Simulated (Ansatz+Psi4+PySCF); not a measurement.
Results of a calculation; reference values are marked as such.
Input for Psi4 1.11:

```
molecule {
-1 2
Na 0.000000 0.000000 -1.451660
Cl 0.000000 0.000000 0.939310
}

basis {
assign Cl aug-cc-pV(T+d)Z
assign Na aug-cc-pCVTZ
}
set reference rohf
set scf_type pk
energy('scf')
```

The input is written out from the run's settings.

Output:

| Item | Value |
| --- | --- |
| Converged | yes |
| Total energy | -621.47810 hartree |
| Spin squared of the determinant | 0.750 |
| Occupied orbitals by symmetry in an Abelian subgroup (alpha; beta) | 9 A1 3 B1 3 B2; 8 A1 3 B1 3 B2 |
